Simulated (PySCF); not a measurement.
C4H4F2.
SMILES: `C=C=CC(F)F`

Level of theory: EOM-IP-CCSD/aug-cc-pVDZ in PySCF, restricted Hartree–Fock reference, 6 core orbitals frozen, non-relativistic, gas phase, PBE0-D3(BJ)/def2-SVP geometry.

The vertical ionisation energies are 10.60, 10.69, 12.88, 14.50, 14.79, 15.30, 15.72, 15.77 eV.

Which Hartree–Fock orbital leads each hole, and what is its Koopmans value −ε?

```
leading hole (HF orbital)  Koopmans (eV)  EOM-IP-CCSD (eV)  change (eV)  one-hole share
                     HOMO          10.93             10.60        -0.33            0.96
                   HOMO-1          10.96             10.69        -0.27            0.96
                   HOMO-2          14.56             12.88        -1.68            0.95
                   HOMO-5          17.14             14.50        -2.64            0.94
                   HOMO-3          16.86             14.79        -2.07            0.95
                   HOMO-7          18.13             15.30        -2.83            0.94
                   HOMO-4          17.03             15.72        -1.31            0.93
                   HOMO-6          17.59             15.77        -1.82            0.94
```

Does the order of the lines follow the orbital energies?

No: the HOMO-5 hole (14.50 eV) falls below the HOMO-3 hole (14.79 eV); the HOMO-5 hole (14.50 eV) falls below the HOMO-4 hole (15.72 eV); the HOMO-7 hole (15.30 eV) falls below the HOMO-4 hole (15.72 eV); the HOMO-7 hole (15.30 eV) falls below the HOMO-6 hole (15.77 eV). The corrections run from -2.83 to -0.27 eV, with a mean of -1.62 eV over the 8 lines; no line lies above its Koopmans value.

At what kinetic energies would He I light (21.22 eV) eject these electrons?

10.62 eV (HOMO), 10.53 eV (HOMO-1), 8.34 eV (HOMO-2), 6.72 eV (HOMO-5), 6.43 eV (HOMO-3), 5.92 eV (HOMO-7), 5.50 eV (HOMO-4), 5.45 eV (HOMO-6).

What total energy has the lowest final state, and which wavelength reaches it?

E(CCSD) + ionisation energy = -353.63540 + 0.38972 = -353.24568 Eh, at the geometry of the initial state. The threshold wavelength is 1239.84 eV nm/10.60 eV = 117.0 nm.

Lines less than 0.15 eV apart could change places at a higher level. One root was sought for each valence orbital with −ε under 21 eV, eight at most, so deeper holes and satellites are missing; no vibrational structure.

The values belong to the conformer `[CH2:1]=[C:2]=[CH:3][CH:4]([F:5])[F:6]`: C2–C3–C4–F5 -123°.
